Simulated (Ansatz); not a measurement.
# Relaxing IrPb2

Method: Ansatz 0.2.0, DFT PBE, scalar-relativistic, plane waves, PAW.

The start puts IrPb2 on the cubic Laves (C15) structure type (Fd-3m, No. 227), with Ir in place of Mg, Pb in place of Cu, at a guessed volume.

Input of the last, converged step (default PAW datasets):

```yaml
crystal:
  lattice:
    - [0.0, 4.2314821635, 4.2314821635]
    - [4.2314821635, 0.0, 4.2314821635]
    - [4.2314821635, 4.2314821635, 0.0]
  atoms:
    - { symbol: Ir, position: [0.0, 0.0, 0.0] }
    - { symbol: Ir, position: [0.25, 0.25, 0.25] }
    - { symbol: Pb, position: [0.625, 0.625, 0.625] }
    - { symbol: Pb, position: [0.125, 0.625, 0.625] }
    - { symbol: Pb, position: [0.625, 0.625, 0.125] }
    - { symbol: Pb, position: [0.625, 0.125, 0.625] }
basis:
  ecutwfc: 420
kpoints:
  mp_grid: { grid: [8, 8, 8] }
hamiltonian:
  xc: pbe
scf:
  occupations: { method: gaussian, width: 0.1 }
output:
  forces: true
  stress: true
  eigenvalues: true
relax:
  adjacent_minimum: "off"
  f_tol: 0.01
  max_steps: 80
  cell: { stress_tol: 0.05 }
```

Launched as:

```bash
ansatz run input.yaml --threads 1 --pin off --max-ram 2560MiB --backend cpu --events-out ev --progress --plain --runs-dir out
```

Time: 80 s on 1 thread of Arm Neoverse V1, with other jobs on the host, peak memory 0.53 GiB.

End of the output:

```
SCF converged after 6 iterations
Free energy (F): -71488.050115 eV
Harris-Foulkes:  -71488.050115 eV  (|F-HF|=0.00e0)
Internal energy: -71488.009669 eV  (E = F + TS)
E sigma→0 (E₀):  -71488.029892 eV
Entropy (-TS):   -0.040446 eV (-6.741 meV/atom)
Fermi energy:    12.124285 eV
--- Per-component energies (eV) ---
  E_band       = -621.142192
  E_kinetic    = 2403.777614
  E_local      = -7381.920534  (includes V_loc(G=0)·N_el)
  E_nonlocal   = 1550.278465
  E_hartree    = 2867.809153
  E_xc         = -1413.264619
  E_vxc        = -1121.982130  (∫ρ·V_xc dr)
  E_paw        = -60071.943243  (= ΣΔE_a)
  E_vpaw       = -1806.914205  (= ΣTr[D̂ρ^β])
  E_aug_tail   = 0.000305  (compensation charges beyond the density's cutoff)
  E_ewald      = -9442.746810
  E_smearing   = -0.040446  (= −TS)
  E_closure    = 0.000000  (closes the sum)
  Σ components = -71488.050115   (vs F -71488.050115, Δ=0.00e0)
--- Forces (eV/Å), atoms counted from 1 ---
  atom   1  Ir     0.00000000     0.00000000     0.00000000
  atom   2  Ir     0.00000000     0.00000000     0.00000000
  atom   3  Pb     0.00000000     0.00000000     0.00000000
  atom   4  Pb     0.00000000     0.00000000     0.00000000
  atom   5  Pb     0.00000000     0.00000000     0.00000000
  atom   6  Pb     0.00000000     0.00000000     0.00000000
  max |Σ_I F_I| component: 5.78e-18 eV/Å
--- Stress (GPa, compression-positive) ---
        0.001388       0.000000       0.000000
        0.000000       0.001388       0.000000
        0.000000       0.000000       0.001388
  P = ⅓ Tr σ = 0.0014 GPa (0.014 kbar)
--- Relaxed structure (4 steps of the walk, 4 accepted, 1 SCFs on fresh bases) ---
  F+E_penalty+E_count = -71488.05011529 eV   max|allowed force component| = 1.426e-17 eV/Å   (the final SCF, on the basis selected at the relaxed cell)
  cell:  # Å, volume = 157.9366 Å³
    - [0.000000, 4.290266, 4.290266]
    - [4.290266, 0.000000, 4.290266]
    - [4.290266, 4.290266, 0.000000]
  atoms:
    - { symbol: Ir, position: [0.000000, 0.000000, 0.000000] }
    - { symbol: Ir, position: [0.25, 0.25, 0.25] }
    - { symbol: Pb, position: [0.625, 0.625, 0.625] }
    - { symbol: Pb, position: [0.125, 0.625, 0.625] }
    - { symbol: Pb, position: [0.625, 0.625, 0.125] }
    - { symbol: Pb, position: [0.625, 0.125, 0.625] }
```

Total energies depend on the potentials used, so only differences within one code and one set of settings carry meaning.

The result has space group Fd-3m (No. 227). Around Ir lie 12 Pb at 3.56 Å and 4 Ir at 3.72 Å; Pb has 6 Pb at 3.03 Å and 6 Ir at 3.56 Å.

Against the elements it lies at 1.37 eV/atom. Energies over the elements count from the elements' standard structures at the same level, with no empirical corrections.

The k mesh leaves about 4 meV/atom of noise in metals. Spin–orbit coupling is left out.

A structure relaxed within its symmetry needn't be a true minimum.